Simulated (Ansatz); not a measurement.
A made-up structure of B2H2O, closed shell:

B1  (-0.712, -0.145, -0.348)
B2  (0.630, 0.473, 0.171)
O3  (0.203, -0.813, 0.442)
H4  (-1.744, -0.532, -0.783)
H5  (-1.356, -0.023, -1.293)
(Å)

It is relaxed with PBE-D4/def2-SVP and then PBE0-D4/def2-TZVP (Ansatz 0.2.0). Atoms count as bonded within 1.22 times the sum of their covalent radii (H–H: 0.88 Å). The end point is not checked to be a true minimum.

Q: Does its bonding change? (Judge from chemistry; the calculation decides.)

A: The calculation gives: Yes. Formed: none; broken: B1–B2, H4–H5.

Where it ends: The first stage lowers the energy by 4.65 eV in 13 steps. It ends as B₂H₂O ([B][O][BH2]):
```
5
angstrom
B -1.0753 -0.3096 -0.6748
B 1.1136 0.1541 0.7506
O 0.0509 -0.0718 0.0602
H -1.8956 -1.0410 -0.2144
H -1.1722 0.2282 -1.7336
```

Labels in which every atom is bracketed show which atoms are joined, not bond orders.

For scale, one of the runs: PBE0-D4/def2-TZVP relaxation, 105 basis functions, launched by `ansatz run in.yaml --threads 2 --pin off --events-out ev --progress --plain --max-ram 4352MiB`. The run took about 4.3 s on 2 CPU threads of an Arm Neoverse V2 (shared host).
